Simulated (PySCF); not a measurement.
Results of PBE0 (PySCF, GTH pseudopotentials, Gaussian basis, DZ basis) for rock-salt LiF.

The same calculation (at the measured cell, 8.158 Å³/atom) with different numerical settings:

| run | k mesh | gap on the mesh (eV) | total energy (eV/atom) |
|---|---|---|---|
| 1 | 2×2×2 | 12.227 | -433.1972 |
| 2 | 3×3×3 | 12.205 | -433.2780 |
| 3 | 4×4×4 | 12.175 | -433.2705 |

In the column total energy (eV/atom) the first row differs from the last by +0.0733 and the next to last by -0.0075.

The last row is no converged limit: other settings stay fixed.
